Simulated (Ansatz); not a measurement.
# Abstraction of H: CH4O + CH2FO → CH3O + CH3FO

Species: CH4O (methanol) `CO`, singlet; CH2FO `[O]CF`, doublet; CH3O `C[O]`, doublet; CH3FO `OCF`, singlet. A radical takes H: the energy is the difference in strength between two O–H bonds in different surroundings.

Shapes, held fixed at every level: PBE0-D4/def2-TZVP. Flexible molecules stand in one conformer, not always the lowest. Programs: Ansatz 0.2.0. The zero-point and thermal change to 298 K, harmonic and unscaled (PBE0-D4/def2-TZVP), is +0.3 kJ/mol.

```
               level                   kind  ΔH(298 K) (kJ/mol)  less CCSD(T)/CBS estimate
         HF/def2-SVP           Hartree–Fock                -8.4                       -9.8
       HF/def2-TZVPP           Hartree–Fock                -7.2                       -8.6
        MP2/def2-SVP    perturbation theory                -2.7                       -4.1
      MP2/def2-TZVPP    perturbation theory                -1.4                       -2.8
       CCSD/def2-SVP  coupled cluster or CI                -1.3                       -2.7
     CCSD/def2-TZVPP  coupled cluster or CI                -0.5                       -1.9
CCSD(T)/CBS estimate  coupled cluster or CI                +1.4                        0.0
```

The highest level, CCSD(T)/CBS estimate, gives ΔH(298 K) = +1.4 kJ/mol; the levels span -8.4 to +1.4. That is about zero within the method's error. They disagree on the sign: 1 of 7 are positive. The column of differences is taken from that level and isn't an error. No measured value is set beside it here. Open shells run unrestricted unless RO is named. The CBS estimate extrapolates MP2 from def2-TZVPP and def2-QZVPP and adds CCSD(T) − MP2 in the triple-zeta set, cores frozen.
